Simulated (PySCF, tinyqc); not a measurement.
Inside a calculation. Method: CCSD on RHF in the sto-3g basis, frozen core, for BH, spin multiplicity 1. The lowest restricted solution is unstable here: a spin-polarised one lies 0.0107 hartree lower (PySCF). One step of it, computed by the program tinyqc.

Task: Integrals over molecular orbitals. (pq|rs) = sum C_ip C_jq C_kr C_ls (ij|kl), one index at a time.

coefficients C:
```
              MO1        MO2        MO3       MO4        MO5        MO6
1B 1s    0.992752  -0.272984   0.118856  0.000000   0.000000  -0.077721
1B 2s    0.025962   0.912633  -0.448790  0.000000   0.000000   0.307940
1B 2px   0.000000   0.000000   0.000000  0.922939  -0.384946   0.000000
1B 2py   0.000000   0.000000   0.000000  0.384946   0.922939   0.000000
1B 2pz   0.002581   0.059196   0.574721  0.000000   0.000000   0.858665
2H 1s   -0.003088   0.315400   0.641643  0.000000   0.000000  -0.779773
```

core Hamiltonian H = T + V (hartree), lower triangle:
```
             1B 1s      1B 2s     1B 2px     1B 2py     1B 2pz      2H 1s
1B 1s   -12.606819
1B 2s    -3.264285  -3.697632
1B 2px    0.000000   0.000000  -2.887737
1B 2py    0.000000   0.000000   0.000000  -2.887737
1B 2pz   -0.007672  -0.077391   0.000000   0.000000  -2.932192
2H 1s    -0.187026  -0.615776   0.000000   0.000000  -0.676065  -1.894104
```

Two-electron integrals (ij|kl) in chemists' order, unique and non-zero (hartree):
```
(11|11) 2.923513   (21|11) 0.518376   (21|21) 0.109262   (22|11) 0.744229
(22|21) 0.193177   (22|22) 0.544804   (31|31) 0.020264   (32|31) 0.029996
(32|32) 0.120346   (33|11) 0.742491   (33|21) 0.193240   (33|22) 0.544682
(33|33) 0.586773   (41|41) 0.020264   (42|41) 0.029996   (42|42) 0.120346
(43|43) 0.031630   (44|11) 0.742491   (44|21) 0.193240   (44|22) 0.544682
(44|33) 0.523513   (44|44) 0.586773   (51|51) 0.020264   (52|51) 0.029996
(52|52) 0.120346   (53|53) 0.031630   (54|54) 0.031630   (55|11) 0.742491
(55|21) 0.193240   (55|22) 0.544682   (55|33) 0.523513   (55|44) 0.523513
(55|55) 0.586773   (61|11) 0.029113   (61|21) 0.006117   (61|22) 0.010865
(61|33) 0.010823   (61|44) 0.010823   (61|51) 0.000441   (61|52) 0.000818
(61|55) 0.010956   (61|61) 0.000353   (62|11) 0.097357   (62|21) 0.025819
(62|22) 0.084048   (62|33) 0.081485   (62|44) 0.081485   (62|51) 0.002776
(62|52) 0.019270   (62|55) 0.089081   (62|61) 0.001543   (62|62) 0.021508
(63|31) 0.002133   (63|32) 0.010922   (63|53) 0.003297   (63|63) 0.001866
(64|41) 0.002133   (64|42) 0.010922   (64|54) 0.003297   (64|64) 0.001866
(65|11) 0.105403   (65|21) 0.028243   (65|22) 0.096521   (65|33) 0.091856
(65|44) 0.091856   (65|51) 0.004533   (65|52) 0.029880   (65|55) 0.105734
(65|61) 0.001737   (65|62) 0.028432   (65|65) 0.038688   (66|11) 0.285469
(66|21) 0.076859   (66|22) 0.282512   (66|33) 0.269544   (66|44) 0.269544
(66|51) 0.007584   (66|52) 0.073280   (66|55) 0.308059   (66|61) 0.004591
(66|62) 0.103876   (66|65) 0.147442   (66|66) 0.774606
```

Give: one-electron integrals over orbitals h = C^T H C; Two-electron integrals over orbitals.

Result:

one-electron integrals over orbitals h = C^T H C (hartree), lower triangle:
```
          1        2        3        4        5        6
1  -12.5943
2    0.3327  -2.9471
3   -0.1363   0.2532  -2.4566
4    0.0000   0.0000   0.0000  -2.8877
5    0.0000   0.0000   0.0000   0.0000  -2.8877
6    0.0934  -0.3528  -0.4695   0.0000   0.0000  -2.4457
```

Two-electron integrals over orbitals (pq|rs), unique and non-zero (hartree); the lowest 1 orbital is frozen and left out:
```
(22|22) 0.4725    (32|22) -0.0154   (32|32) 0.1137    (33|22) 0.4223
(33|32) 0.0109    (33|33) 0.4664    (42|42) 0.0931    (43|42) -0.0363
(43|43) 0.0290    (44|22) 0.4898    (44|32) -0.0754   (44|33) 0.4059
(44|44) 0.5868    (52|52) 0.0931    (53|52) -0.0363   (53|53) 0.0290
(54|54) 0.0316    (55|22) 0.4898    (55|32) -0.0754   (55|33) 0.4059
(55|44) 0.5235    (55|55) 0.5868    (62|22) 0.0563    (62|32) -0.0022
(62|33) -0.0274   (62|44) 0.0718    (62|55) 0.0718    (62|62) 0.0849
(63|22) 0.0525    (63|32) -0.1111   (63|33) -0.0140   (63|44) 0.1077
(63|55) 0.1077    (63|62) 0.0528    (63|63) 0.1579    (64|42) 0.0252
(64|43) 0.0060    (64|64) 0.0252    (65|52) 0.0252    (65|53) 0.0060
(65|65) 0.0252    (66|22) 0.4613    (66|32) 0.0475    (66|33) 0.4653
(66|44) 0.4359    (66|55) 0.4359    (66|62) 0.0254    (66|63) -0.0209
(66|66) 0.5214
```
